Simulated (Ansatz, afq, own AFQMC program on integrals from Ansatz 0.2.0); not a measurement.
Two steps: Ansatz 0.2.0 writes the Fock matrix and Cholesky factors of the valence space, and afq projects on them the lowest state that overlaps trial and start.

```yaml
crystal:
  periodic: [false, false, false]
  atoms:
    - {symbol: C, position_ang: [0.000000, -0.004091, 0.710222]}
    - {symbol: C, position_ang: [0.000000, 0.000999, -0.768865]}
    - {symbol: H, position_ang: [0.000000, -1.016651, 1.116544]}
    - {symbol: H, position_ang: [0.875198, 0.517639, 1.119672]}
    - {symbol: H, position_ang: [-0.875198, 0.517639, 1.119672]}
    - {symbol: H, position_ang: [0.000000, -0.917039, -1.340737]}
    - {symbol: H, position_ang: [0.000000, 0.935259, -1.316351]}
basis:
  gaussian: {orbitals: 6-31G}
magnetization: {spin_polarized: true, initial_magnetization: 1}
correlation: {method: ccsd_t, electrons: outside_noble_gas, hamiltonian_folder: ham}
```

```sh
$ ansatz run in.yaml --threads 1 --pin off --events-out ev --progress --plain --max-ram 1843MiB
```

afq runs on the folder ham with

```
--method phaseless --trial cisd --walkers 60 --populations 1 --least-time 40 --time-step 0.005 --steps-per-block 50 --equilibration-blocks 28 --max-blocks 300 --target-error 0.00043 --factor-cut 1e-05 --start spin_pure --seed 210 --release-times 0.24,0.5,1,1.5 --release-step 0.02 --release-every 4 --taylor-order 6
```

Times are imaginary, in 1/Eh. The walk had a cap of 542 s.

Log:

```
orbitals 26  electrons 7 6  factors 193 of 414
reference energy -78.56812519 Eh
CCSD correlation -0.19449920 Eh in 10 cycles, weight of the determinant in the CISD state 0.9140
energy of the start -78.762323 Eh
 block  time / (1/Eh)  mean weight  energy / Eh
     1     0.250  0.9994  -78.760004
     2     0.500  1.0007  -78.761061
     3     0.750  1.0002  -78.762676
     4     1.000  0.9993  -78.764414
     5     1.250  1.0021  -78.763605
    10     2.500  0.9969  -78.761969
    29     7.250  1.0014  -78.766744
    49    12.250  0.9982  -78.765560
    69    17.250  0.9997  -78.767826
    85    21.250  1.0011  -78.773252
    89    22.250  0.9989  -78.764731
   109    27.250  0.9997  -78.762295
   129    32.250  0.9989  -78.762708
   149    37.250  0.9996  -78.764464
   169    42.250  0.9989  -78.761639
   185    46.250  1.0003  -78.770887
blocks merged  error / Eh  count
     1  0.000235  160
     2  0.000275  80
     4  0.000312  40
     8  0.000328  20
    16  0.000301  10
released: time / (1/Eh)  energy / Eh  error  mean overlap
  0.24  -78.766692  0.000376  1.0033
  0.50  -78.767098  0.000329  1.0028
  1.00  -78.766493  0.000347  1.0261
  1.50  -78.766309  0.000268  1.0303
energy -78.766484 +/- 0.000328 Eh
(rows thinned)
```

The run passed its tests (sampling time, drift between the halves within three errors, error under three times the target), which doesn't prove that it has relaxed.

Against this walk (error 8.9 meV) on the same determinant: CCSD(T) 13.9 meV higher (within the noise), CCSDT(Q) 3.6 meV lower (within the noise). The error is statistical and leaves out the bias of the constraint. Released to 1.50 1/Eh the energy moves by 5 ± 12 meV (both errors), within twice the noise.

Cautions: constraint bias not in the error.

The walk took 79 s on 1 thread of Intel(R) Xeon(R) 6975P-C (Granite Rapids), on a shared host. The log's last line is the phaseless energy.

CCSDT and higher add their correlation energy to the determinant of the CCSD(T) run, since their own runs factorise the integrals more tightly (a shift of under 2 meV). A walk keeps the symmetry of its determinant, which the program's search chose and which needn't be the lowest solution, so a lower state of the same spin and another symmetry isn't excluded.
